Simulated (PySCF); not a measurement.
Molecule: 1,2-dichloroethane, C$_{2}$H$_{4}$Cl$_{2}$.

Geometry (Å), atoms numbered from 1 in this order:
```xyz
8

Cl   -0.2629    1.1472    1.8093
C     0.1470   -0.2004    0.7129
C    -0.1470    0.2004   -0.7129
Cl    0.2629   -1.1472   -1.8093
H    -0.4500   -1.0732    1.0089
H     1.2113   -0.4356    0.8457
H    -1.2113    0.4356   -0.8457
H     0.4500    1.0732   -1.0089
```

Geometry PBE0-D3(BJ)/def2-SVP throughout; GIAO in PySCF 2.14.0 with density-fitted response routines, gas phase, one conformer, non-relativistic; equivalent atoms averaged; basis pcSseg-2.

(1) How do the shifts δ (against HCl, TMS at the same level) depend on the functional? (ppm; last column core-seconds on shared hosts with different chips, so compare them loosely)

(2) Which nucleus moves most, in ppm?

Results:

(1) 
| functional | kind | Cl1/Cl4 | C2/C3 | H5/H6/H7/H8 | core-s |
| --- | --- | --- | --- | --- | --- |
| HF | Hartree–Fock | 40.6 | 45.3 | 3.41 | 8.5 |
| LDA | LDA | 135.9 | 50.7 | 3.55 | 17 |
| PBE | GGA | 122.5 | 50.7 | 3.51 | 20 |
| BLYP | GGA | 125.2 | 52.3 | 3.55 | 20 |
| BP86 | GGA | 119.3 | 50.8 | 3.51 | 20 |
| OPBE | GGA | 110.1 | 49.1 | 3.50 | 21 |
| KT2 | GGA | 114.2 | 49.8 | 3.53 | 20 |
| KT3 | GGA | 110.3 | 50.1 | 3.53 | 20 |
| B97-D | GGA | 113.1 | 51.3 | 3.55 | 20 |
| B3LYP | global hybrid | 105.5 | 50.9 | 3.51 | 23 |
| PBE0 | global hybrid | 97.9 | 49.1 | 3.47 | 15 |
| mPW1PW91 | global hybrid | 96.5 | 49.3 | 3.47 | 15 |
| WP04 | global hybrid | 100.5 | 53.1 | 3.46 | 10 |
| B97-2 | global hybrid | 95.0 | 49.5 | 3.48 | 10 |
| BHandHLYP | global hybrid | 79.8 | 48.9 | 3.47 | 10 |
| CAM-B3LYP | range-separated hybrid | 97.7 | 49.3 | 3.46 | 14 |
| wB97X-D | range-separated hybrid | 90.3 | 49.0 | 3.43 | 14 |
| LC-wPBE | range-separated hybrid | 84.6 | 46.5 | 3.35 | 17 |

(2) Cl1/Cl4 (chlorine bonded to C): from 40.6 ppm with HF to 135.9 ppm with LDA. The smallest spread is 0.21 ppm, at H5/H6/H7/H8. Proton shifts span only some 12 ppm, so a few tenths of a ppm matter as much there as several ppm in carbon.
